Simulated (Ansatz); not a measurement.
**BLYP/cc-pVDZ run of C2H3ClF2 (1-chloro-1,1-difluoroethane)**

Aim: the vertical singlet–triplet gap of C2H3ClF2 (1-chloro-1,1-difluoroethane) at BLYP/cc-pVDZ, from 2 runs. 

The calculation is run with Ansatz 0.2.0.

55 further runs of the same task are left out: 1 that didn't finish, 54 set aside as unsound or not needed. Runs told in other sessions of the task aren't counted.

### Step 1. The system as given

C2H3ClF2 has 8 atoms, charge 0, and is taken as a singlet. As SMILES, `CC(F)(F)Cl`. The coordinates come from a PBE0-D4/def2-TZVP relaxation.

Bond lengths: C1–C2 1.499 Å, C2–F3 1.343 Å, C2–F4 1.343 Å, C2–Cl5 1.781 Å, C1–H6 1.088 Å, C1–H7 1.091 Å, C1–H8 1.088 Å. Some angles: C1–C2–F3 111.0°, C1–C2–F4 111.0°, C1–C2–Cl5 112.0°, F3–C2–F4 106.8°, F3–C2–Cl5 107.9°, F4–C2–Cl5 107.9°, C2–C1–H6 109.7°, C2–C1–H7 108.3°, C2–C1–H8 109.7°, H6–C1–H7 109.7°.

### Step 2. A single-point energy at BLYP/cc-pVDZ

The input, input.yaml:

```yaml
crystal:
  periodic: [false, false, false]
  atoms:
    - {symbol: C, position_ang: [-0.591960, -0.305640, 0.477310]}
    - {symbol: C, position_ang: [0.524930, 0.179790, -0.395910]}
    - {symbol: F, position_ang: [1.713900, 0.014330, 0.206290]}
    - {symbol: F, position_ang: [0.571970, -0.511300, -1.546500]}
    - {symbol: Cl, position_ang: [0.352900, 1.905700, -0.801400]}
    - {symbol: H, position_ang: [-0.600880, 0.257090, 1.409000]}
    - {symbol: H, position_ang: [-0.428120, -1.363800, 0.687730]}
    - {symbol: H, position_ang: [-1.542750, -0.176190, -0.036530]}
basis:
  gaussian:
    orbitals: cc-pVDZ
total_charge: 0
magnetization:
  spin_polarized: false
hamiltonian:
  xc: {name: BLYP}
accuracy: high
output:
  orbitals: {seedname: orbitals}
```

Run with:

```bash
$ ansatz run input.yaml --threads 1 --pin off --max-ram 3480MiB --events-out events.jsonl --progress --plain --runs-dir runs
```

What it wrote:

```text
Warning: RAYON_NUM_THREADS=1 ignored (pool sized by the plan → 1); use --threads N
Functional definition: BLYP
  name "BLYP"
  parameter beta = 0.0042
  parameter a = 0.04918
  parameter b = 0.132
  parameter c = 0.2533
  parameter d = 0.349
  exchange = b88_x(beta = beta)
  correlation = lyp_c(a = a, b = b, c = c, d = d)
2086 factors; integrals over basis functions are off by at most 3.6e-9 eV
mean field evaluation 1: about -20072.2463 eV, gradient 5.2e1 eV
mean field evaluation 2: about -20066.7566 eV, gradient 7.0e1 eV
mean field evaluation 4: about -20078.0311 eV, gradient 4.1e0 eV
mean field evaluation 8: about -20078.0701 eV, gradient 2.1e-1 eV
mean field evaluation 16: about -20078.0702 eV, gradient 3.2e-5 eV
mean field -20078.07022836 eV, -737.8554714875 hartree, gradient 4.2e-8 eV, S^2 0.000000; 0 other end points of the search recorded, 0 dependent functions left out
reference -20078.07027535 eV, -737.8554732142 hartree; 25, 25 occupied and 64, 64 virtual orbitals, 2086 factors
Total energy: -20078.07027535 eV, -737.8554732142 hartree
```

Run time: 7.5 s. Hardware: 1 thread of Arm Neoverse V1, shared host; peak memory 0.23 GiB.

### Step 3. The triplet, same level

The input, in.yaml:

```yaml
crystal:
  periodic: [false, false, false]
  atoms:
    - symbol: C
      position_ang: [-0.591960, -0.305640, 0.477310]
    - symbol: C
      position_ang: [0.524930, 0.179790, -0.395910]
    - symbol: F
      position_ang: [1.713900, 0.014330, 0.206290]
    - symbol: F
      position_ang: [0.571970, -0.511300, -1.546500]
    - symbol: Cl
      position_ang: [0.352900, 1.905700, -0.801400]
    - symbol: H
      position_ang: [-0.600880, 0.257090, 1.409000]
    - symbol: H
      position_ang: [-0.428120, -1.363800, 0.687730]
    - symbol: H
      position_ang: [-1.542750, -0.176190, -0.036530]
basis:
  gaussian: {orbitals: cc-pVDZ}
hamiltonian: {xc: {name: BLYP}}
output: {orbitals: {seedname: orbitals}}
accuracy: high
magnetization: {spin_polarized: true, initial_magnetization: 2}
```

Run with:

```bash
$ ansatz run in.yaml --threads 1 --pin off --max-ram 3480MiB --events-out events.jsonl --progress --plain --runs-dir runs
```

What it wrote (excerpt; [...] marks lines left out):

```text
Warning: RAYON_NUM_THREADS=1 ignored (pool sized by the plan → 1); use --threads N
[... 2 set-up lines as earlier in the session ...]
[...]
2086 factors; integrals over basis functions are off by at most 3.6e-9 eV
[...]
mean field -20070.70614456 eV, -737.5848463992 hartree, gradient 3.5e-8 eV, S^2 2.002191; 8 other end points of the search recorded, 0 dependent functions left out
reference -20070.70619249 eV, -737.5848481608 hartree; 26, 24 occupied and 63, 65 virtual orbitals, 2086 factors
Total energy: -20070.70619249 eV, -737.5848481608 hartree
```

Wall time 44 s (1 thread of Arm Neoverse V1, shared host); peak memory 0.32 GiB.

### Step 4. Outcome

At BLYP/cc-pVDZ:

```
                                        quantity          value
                           singlet: total energy  -737.85547 Eh
                            singlet: HOMO energy       -7.38 eV
                            singlet: LUMO energy       -0.05 eV
                          singlet: HOMO–LUMO gap        7.33 eV
                           triplet: total energy  -737.58485 Eh
     triplet: HOMO energy (highest over α and β)       -0.31 eV
                                   triplet: ⟨S²⟩          2.002
vertical energy of the triplet above the singlet       7.364 eV
```

**Reading.** At this shape the triplet lies 7.36 eV (711 kJ/mol) above the singlet.
